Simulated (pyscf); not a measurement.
A first-order saddle from PySCF, ωB97X-D3(BJ)/def2-SVP:

```
C
C 1 1.2745
C 1 1.3567 2 145.29
H 2 1.0868 1 139.47 3 -179.98
H 3 1.0966 1 118.97 2 -104.92
H 3 1.0966 5 115.45 1 151.23
H 2 1.2343 4 120.26 1 -180.00
C 7 1.5601 2 153.28 4 -179.97
C 8 1.2476 7 105.12 2 -0.05
H 9 1.0820 8 150.31 7 -179.98
H 8 1.0824 9 150.48 10 -0.03
```

Surface: singlet, charge 0. Lowest wavenumbers (cm⁻¹): 944i, 260, 372, 382, 485.

Question: What reaction is this the transition state of?

Answer: HC≡CH (SMILES C#C) + H₂C=C=CH₂ (SMILES C=C=C) <-> HC≡C–CH₂–CH=CH₂ (SMILES C#CCC=C), an addition across a multiple bond or ene-type step read from left to right: C–H broken and C–C, C–H formed. At CCSD(T)/def2-TZVPP + ΔMP2(QZVPP) it lies +32.8 kcal/mol from the left side and +70.2 kcal/mol from the right (each side as separated species at their lowest minima found). HC≡C–CH₂–CH=CH₂ lies 7.3 kcal/mol over its isomer cyclic C₅H₆ (SMILES C=C1C=CC1), and others may lie lower still (electronic energy, ωB97M-D3(BJ)). One saddle was located; it need not be the lowest between these sides. The CCSD(T) − MP2 part came from Ansatz, without density fitting, on the same reference.
